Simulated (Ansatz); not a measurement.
Rock-salt MgO was calculated with G0W0@PBE in Ansatz (hard PAW, contour deformation).

The cell has the measured lattice parameters. Conventional cell: a = 4.2070 Å, b = 4.2070 Å, c = 4.2070 Å, α = 90.00°, β = 90.00°, γ = 90.00°.

The quasiparticle gap at Γ at a fixed k mesh 2×2×2:

```tsv
response cutoff	value (eV)
150 eV, 143 empty bands	6.436
200 eV, 220 empty bands	6.560
250 eV, 307 empty bands	6.627
300 eV, 403 empty bands	6.666
```

Q: Taking the value to converge with the response cutoff E as E^(−3/2), extrapolate from the last two rows.

A: With y = y∞ + c/w and weights w = 3953 and 5196 for the last two rows, y∞ = (w2 y2 − w1 y1)/(w2 − w1) = (5196 × 6.666 − 3953 × 6.627)/1243 = 6.790 eV, which lies 0.124 beyond the last row. Successive pairs of rows give 6.790, 6.795, 6.790. The limit also hangs on the law assumed, so its last digits aren't firm.

The other settings are not extrapolated, so this is the limit in one setting alone.

Ansatz is a first-principles code.
